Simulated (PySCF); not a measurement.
Isomers of C5H9N, one conformer each. Method used: core-valence-separated Tamm–Dancoff BHandHLYP/aug-pcX-1 (pcseg-1 on H) in PySCF, non-relativistic, gas phase, PBE0-D3(BJ)/def2-SVP geometry. No empirical shift is added; at this level the pattern usually sits a few eV under experiment.

P. `C[C@H]1C=NCC1`
Q. `C#CC[C@H](C)N`
R. `C=CN=C(C)C`

Main lines, eV (oscillator strength):
1. C K: 283.6 (0.070), 283.7 (0.048), 283.8 (0.114), 286.0 (0.029), 286.1 (0.023); N K: 399.3 (0.015), 400.4 (0.031), 401.0 (0.007), 401.7 (0.007), 401.8 (0.005)
2. C K: 282.9 (0.067), 285.4 (0.007), 285.5 (0.015), 286.0 (0.034), 286.0 (0.027); N K: 396.1 (0.061), 401.7 (0.010)
3. C K: 282.7 (0.053), 283.3 (0.072), 283.5 (0.066), 285.5 (0.007), 285.5 (0.010); N K: 396.5 (0.055), 400.0 (0.009)
Listed: the first five lines at most of each edge with a tenth or more of its strongest line's intensity; roots within 0.03 eV on the same or equivalent atoms are summed. Only the lowest roots were sought, and the top ones are left out.

Question: Which spectrum belongs to which isomer?

Answer: 1 = Q, 2 = P, 3 = R.
- P: first C line listed at 282.9 eV, hole on the imine carbon (1s→π*); first N line listed at 396.1 eV, hole on the imine nitrogen.
- Q: first C line listed at 283.6 eV, hole on the terminal alkyne carbon (1s→π*); first N line listed at 399.3 eV, hole on the primary amine nitrogen.
- R: first C line listed at 282.7 eV, hole on the terminal =CH2 carbon (1s→π*); first N line listed at 396.5 eV, hole on the imine nitrogen.

Question: What are the ground-state energies of the isomers at BHandHLYP/aug-pcX-1 (pcseg-1 on H), relative to the lowest?

Answer: P 0.0, Q 135.7, R 56.1 kJ/mol (electronic energies on these geometries, no dispersion or zero-point terms).
